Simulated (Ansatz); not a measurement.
# CH₅LiSi (SMILES [Li][SiH2]C): functionals against CCSD(T) at one geometry

One table from this session's results is given with a row withheld; the runs are named, their logs left out.

Method: single points in def2-TZVPP; program: Ansatz 0.2.0, Gaussian basis.

Correlated methods freeze the cores. The outer core shell of Li, Na, Mg and K is correlated.

## The system as given

SMILES `[Li][SiH2]C`, 8 atoms, charge 0, spin multiplicity 1.

Atoms are counted from 1 here; the program's logs count them from 0.

Bond lengths: Li1–Si2 2.594 Å, Si2–C3 1.962 Å, Si2–H4 1.461 Å, Si2–H5 1.557 Å, C3–H6 1.141 Å, C3–H7 1.120 Å, C3–H8 1.162 Å. Angles: Li1–Si2–C3 84.8°, Li1–Si2–H4 127.5°, Li1–Si2–H5 126.0°, C3–Si2–H4 104.8°, C3–Si2–H5 101.6°, H4–Si2–H5 102.9°, Si2–C3–H6 113.0°, Si2–C3–H7 111.3°, Si2–C3–H8 114.5°, H6–C3–H7 108.0°, H6–C3–H8 106.5°, H7–C3–H8 102.8°.

Coordinates:

```xyz
8

Li   -2.44990    0.90160    0.19510
Si   -0.17320    0.46030   -0.96680
C     0.31430   -0.41660    0.71880
H     0.11990   -0.53000   -2.00070
H     0.98520    1.48800   -1.13140
H     0.22800    0.27440    1.62290
H     1.36170   -0.81070    0.68410
H    -0.30970   -1.36510    0.96640
```

Set-up of the first run:

The input, run/in.yaml:

```yaml
crystal:
  periodic: [false, false, false]
  atoms:
    - {symbol: Li, position_ang: [-2.449900, 0.901600, 0.195100]}
    - {symbol: Si, position_ang: [-0.173200, 0.460300, -0.966800]}
    - {symbol: C, position_ang: [0.314300, -0.416600, 0.718800]}
    - {symbol: H, position_ang: [0.119900, -0.530000, -2.000700]}
    - {symbol: H, position_ang: [0.985200, 1.488000, -1.131400]}
    - {symbol: H, position_ang: [0.228000, 0.274400, 1.622900]}
    - {symbol: H, position_ang: [1.361700, -0.810700, 0.684100]}
    - {symbol: H, position_ang: [-0.309700, -1.365100, 0.966400]}
basis:
  gaussian: {orbitals: def2-TZVPP}
correlation: {method: ccsd_t}
output: {forces: true}
```

No record of the launch command was kept for these runs.

Steps of the session up to this table: CCSD(T)/def2-TZVPP; PBE0-D4/def2-TZVPP; wB97M-V/def2-TZVPP; r2SCAN-D4/def2-TZVPP; PBE-D4/def2-TZVPP; r2SCANh-D4/def2-TZVPP; B97M-V/def2-TZVPP.

One table of the session follows, with a row left open; its other results are not shown here.

```
    method  RMS force component (eV/Å)  angle to CCSD(T) forces (°)  dipole (D)
   CCSD(T)                       0.694                    reference        7.15
   PBE0-D4                       0.708                          4.2        6.89
   wB97M-V                       0.711                          3.8        6.97
 r2SCAN-D4                           ?                            ?           ?
    PBE-D4                       0.642                          8.6        6.58
r2SCANh-D4                       0.712                          3.3        7.05
    B97M-V                       0.730                          5.7        7.01
```

Q: Estimate the row for r2SCAN-D4 from the others.

The run gave: RMS force component (eV/Å): 0.691; angle to CCSD(T) forces (°): 3.3; dipole (D): 7.00. In the column «RMS force component (eV/Å)» it lies between PBE-D4 (0.642) and CCSD(T) (0.694).
